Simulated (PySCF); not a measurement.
PySCF job for Cl2, SMILES ClCl (connectivity only; charge and spin as stated), charge +1, multiplicity 2, PBE0/pcH-1. Geometry: PBE0-D3(BJ)/def2-TZVPD.

```python
import numpy as np
from pyscf import gto, scf, dft
from pyscf.prop.hfc import uks as hfc
from pyscf.prop.gtensor import uks as gtensor

mol = gto.M(
    atom='''
    Cl    0.00000000    0.00000000   -0.94173291
    Cl    0.00000000    0.00000000    0.94173291
    ''',
    basis='pcH-1',
    charge=1,
    spin=1,
    max_memory=1600,
    verbose=3,
)
mf = dft.UKS(mol, xc='pbe0')
mf.grids.level = 3
mf.conv_tol = 1e-10
mf.max_cycle = 100
mf.kernel()
fine, coarse = mf.grids, dft.Grids(mol).set(level=1).build(with_non0tab=True)
for _ in range(3):  # follow internal instabilities
    mf.grids = coarse
    mo, _, stable, _ = mf.stability(return_status=True, nroots=4)
    mf.grids = fine
    if stable:
        break
    mf.kernel(mf.make_rdm1(mo, mf.mo_occ))
A = hfc.HFC(mf).make_fcdip(mf.make_rdm1())  # Fermi contact and dipolar terms, MHz
print('atom   A(iso)/MHz   principal dipolar parts/MHz')
for i, a in enumerate(A):
    w = np.linalg.eigvalsh((a + a.T) / 2)
    print(f'{mol.atom_symbol(i):2s}{i + 1:3d} {w.mean():12.2f}', (w - w.mean()).round(2))
gt = gtensor.GTensor(mf)
gt.dia_soc2e, gt.para_soc2e, gt.so_eff_charge = None, None, True
gt.max_cycle_cphf = 60
g = gt.kernel()
```

Output:

```

WARN: HOMO -0.308518909460328 >= LUMO -0.308518909460364

converged SCF energy = -919.605335060263  <S^2> = 0.75284967  2S+1 = 2.0028476
<class 'pyscf.dft.uks.UKS'> wavefunction is stable in the internal stability analysis
atom   A(iso)/MHz   principal dipolar parts/MHz
Cl  1        11.86 [-100.84  -98.79  199.63]
Cl  2        11.86 [-100.84  -98.79  199.63]
SOC(1e)/OZ [ 4.30094383e-02 -5.27054860e-04  7.09763900e+00]
free electron g 2.00231930436182
g-tensor total [2.04518763 2.00155639 9.09989601]
g-shift (ppt) [ 4.28683273e+01 -7.62912921e-01  7.09757671e+03]
```

The run converged.

Cost: around 9 core-seconds (rough).
